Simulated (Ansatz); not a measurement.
# C₂H₂FNO: one species, many methods

The task here is to estimate one member of a computed series from the others.

Method: functionals in def2-TZVPP, the program's frozen cores in correlated methods; program: Ansatz 0.2.0, Gaussian basis.

Levels to be run: LDA (SPW92), PBE-D4, revPBE-D4, BLYP-D4, r2SCAN-D4, B97M-V, PBE0-D4, B3LYP-D4, r2SCANh-D4, r2SCAN0-D4, HSE06-D4, BHLYP-D4, CAM-B3LYP-D4, LC-ωPBE, ωB97X-V, ωB97M-V, B2PLYP, PBE-QIDH; CCSD(T)/def2-SVP; CCSD(T)/def2-TZVPP; MP2/def2-QZVPP; extrapolation to the limit; RPA on PBE.

### The geometry

All runs share one geometry, relaxed beforehand with PBE0-D4 in a triple-zeta def2 set.

SMILES `NC(F)=C=O`, 7 atoms, charge 0, spin multiplicity 1.

Atoms are counted from 1 here; the program's logs count them from 0.

Bond lengths: N1–C2 1.368 Å, N1–H6 1.010 Å, N1–H7 1.010 Å, C2–F3 1.366 Å, C2–C4 1.318 Å, C4–O5 1.160 Å. Angles: C2–N1–H6 116.4°, C2–N1–H7 116.4°, H6–N1–H7 112.7°, N1–C2–F3 121.3°, N1–C2–C4 120.9°, F3–C2–C4 117.8°, C2–C4–O5 178.6°.

Set-up of the first run:

Input file in.yaml:

```yaml
crystal:
  periodic: [false, false, false]
  atoms:
    - {symbol: N, position_ang: [0.682569, -0.028660, 0.798708]}
    - {symbol: C, position_ang: [-0.331024, -0.185198, -0.106576]}
    - {symbol: F, position_ang: [-1.365588, -1.045955, 0.128129]}
    - {symbol: C, position_ang: [-0.339776, 0.492488, -1.237067]}
    - {symbol: O, position_ang: [-0.322739, 1.101497, -2.224429]}
    - {symbol: H, position_ang: [0.439445, 0.417083, 1.671665]}
    - {symbol: H, position_ang: [1.298314, -0.819256, 0.923870]}
basis:
  gaussian: {orbitals: def2-TZVPP}
hamiltonian: {xc: lda}
output: {orbitals: {seedname: orbitals}}
```

Launch:

```bash
$ ansatz run in.yaml --threads 2 --pin off --events-out ev --progress --plain --max-ram 4352MiB
```

Steps of the session up to this table: LDA; PBE-D4 (GGA); revPBE-D4 (GGA); BLYP-D4 (GGA); r2SCAN-D4 (meta-GGA); B97M-V (meta-GGA); B3LYP-D4 (hybrid); r2SCANh-D4 (hybrid); r2SCAN0-D4 (hybrid); HSE06-D4 (hybrid); BHLYP-D4 (hybrid); CAM-B3LYP-D4 (range-separated); LC-ωPBE (range-separated); ωB97X-V (range-separated); ωB97M-V (range-separated); B2PLYP (double hybrid); PBE-QIDH (double hybrid).

One of the session's tables, all rows but one given; the rest of the session is left out.

It belongs to the step «Orbital energies across the functionals». 

```
  functional  HOMO (eV)  gap (eV)
 LDA (SPW92)      -5.42      2.55
      PBE-D4      -5.23      2.64
   revPBE-D4      -5.15      2.68
     BLYP-D4      -5.15      2.69
   r2SCAN-D4      -5.46      3.09
      B97M-V      -5.53      3.34
     PBE0-D4      -6.58      5.11
    B3LYP-D4      -6.39      4.65
  r2SCANh-D4      -5.97      4.01
  r2SCAN0-D4      -6.74      5.39
    HSE06-D4      -6.17      4.32
    BHLYP-D4      -7.86      7.64
CAM-B3LYP-D4          ?         ?
     LC-ωPBE      -9.26     10.30
     ωB97X-V      -8.90      9.87
     ωB97M-V      -8.81      9.70
```

Estimate the missing values for CAM-B3LYP-D4.

The run gave: HOMO (eV): -7.98; gap (eV): 7.73. In the column «HOMO (eV)» it lies between ωB97M-V (-8.81) and BHLYP-D4 (-7.86).
